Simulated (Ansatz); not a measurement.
Stepwise reaction of `C[Si]C` with water, as a gas-phase model of exchange steps in deposition or etching. ΔE in kJ/mol; ΔG adds harmonic PBE0-D4 terms to CCSD(T)/CBS, at 1 bar.

Program: Ansatz. Geometries: PBE0-D4/def2-TZVP. ΔE: electronic, gas phase. CCSD(T)/CBS adds triple-zeta CCSD(T) − MP2 to the extrapolated MP2 energy (def2 sets, frozen cores). This one scheme is used for every species. DFT in def2-TZVPP. B3LYP here is the variant with VWN-RPA as its local correlation; programs differ in this. Each species was taken in one conformer, which may not be the lowest.

```tsv
step	reaction	PBE-D4	B3LYP-D4	ωB97M-V	CCSD(T)/CBS	ΔG(500 K)
2	`C[Si]O` + H₂O → `O[Si]O` + CH₄	-160.6	-170.4	-169.4	-163.7	-148.8
```

Give the row of step 1, `C[Si]C` + H₂O → `C[Si]O` + CH₄. (An estimate is asked.)

Computed: 
```json
{"step": "1", "reaction": "`C[Si]C` + H₂O → `C[Si]O` + CH₄", "PBE-D4": "-144.4", "B3LYP-D4": "-153.2", "ωB97M-V": "-151.2", "CCSD(T)/CBS": "-144.1", "ΔG(500 K)": "-136.6"}
```

By hand: ΔE of the 2 steps together at CCSD(T)/CBS.

(-144.1) + (-163.7) = -307.8 kJ/mol, or -153.9 kJ/mol a step.

In ΔE each step is lower than the one before. All are downhill at CCSD(T)/CBS. ΔG lies between -148.8 and -136.6 kJ/mol a step. PBE-D4 differs from CCSD(T)/CBS by -0.3 to 3.1 kJ/mol a step. Isolated molecules leave out the surface, adducts and barriers. Largest T1 diagnostic: 0.015.
